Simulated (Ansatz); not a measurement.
## Al2H4, singlet: from triple and quadruple zeta to the limit

```json
{"atom": "Al", "x (Å)": "0.0000", "y (Å)": "0.0000", "z (Å)": "1.3086"}
{"atom": "Al", "x (Å)": "0.0000", "y (Å)": "0.0000", "z (Å)": "-1.3086"}
{"atom": "H", "x (Å)": "0.0000", "y (Å)": "1.3533", "z (Å)": "2.1524"}
{"atom": "H", "x (Å)": "0.0000", "y (Å)": "-1.3533", "z (Å)": "2.1524"}
{"atom": "H", "x (Å)": "0.0000", "y (Å)": "1.3533", "z (Å)": "-2.1524"}
{"atom": "H", "x (Å)": "0.0000", "y (Å)": "-1.3533", "z (Å)": "-2.1524"}
```

Connectivity, by distances: AlH2–AlH2.

Ansatz 0.2.0, RHF determinant, valence electrons correlated. Energies in eV.

```
       set  X  functions  Hartree–Fock  MP2 correlation  CCSD(T) correlation                                                                                                              time
def2-TZVPP  3        140   -13228.4036          -4.4208              -5.6387                 2.2 s on 1 × NVIDIA H100 80GB HBM3 with 1 thread of AMD EPYC 7R13 Processor (Zen 3) (shared host)
def2-QZVPP  4        260   -13228.7950          -4.7401              -5.8803  2.6 s on 1 × NVIDIA H100 80GB HBM3 with 1 thread of AMD EPYC 7R13 Processor (Zen 3), with other jobs on the host
```

Hartree–Fock is taken to follow E(X) = E∞ + A·exp(−7.88·√X), correlation E(X) = E∞ + B·X^−2.97.

Task: Work out the CCSD(T) energy at the limit, and how far the shortcut misses it that extrapolates MP2 and adds CCSD(T) minus MP2 from the smaller set.

Result: Hartree–Fock: E∞ = E4 + 0.1377·(E4 − E3) = -13228.8489. Correlation: E∞ = E4 + 0.7407·(E4 − E3) = -6.0593 for CCSD(T) and -4.9766 for MP2. The limit is -13234.9082 eV, 0.233 eV below def2-QZVPP. The shortcut gives a correlation energy of -4.9766 + (-1.2179) = -6.1945, 135 meV lower than the direct value.

Past Ne part of the Hartree–Fock step between the two sets comes from the cores, which don't follow the formula, so the 54 meV that it adds to the total can overshoot; that part largely cancels in differences.
